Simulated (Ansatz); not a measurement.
Basis-set extrapolation for H2S2, SMILES `SS` (PBE0-D4/def2-TZVP geometry, frozen core, Ansatz 0.2.0). Multiplicity 1, RHF reference.

```csv
,cc-pV(T+d)Z,cc-pV(Q+d)Z
HF,-796.265108,-796.272659
MP2 correlation,-0.357064,-0.388844
CCSD(T) correlation,-0.412042,-0.442488
```

Energies in hartree. Use E(X) = E(∞) + A·exp(−5.46·√X) for Hartree–Fock and E(X) = E(∞) + B·X^(−3.05) for correlation, with X = 3 and 4.

Question: What is the CCSD(T) energy at the basis-set limit?

Answer: HF limit: -796.272659 + (-0.007551) × 0.30130 = -796.27493. Correlation limit: -0.442488 + (-0.030446) × 0.71189 = -0.46416. Total: -796.73909 hartree, 162.6 kJ/mol below CCSD(T)/cc-pV(T+d)Z.
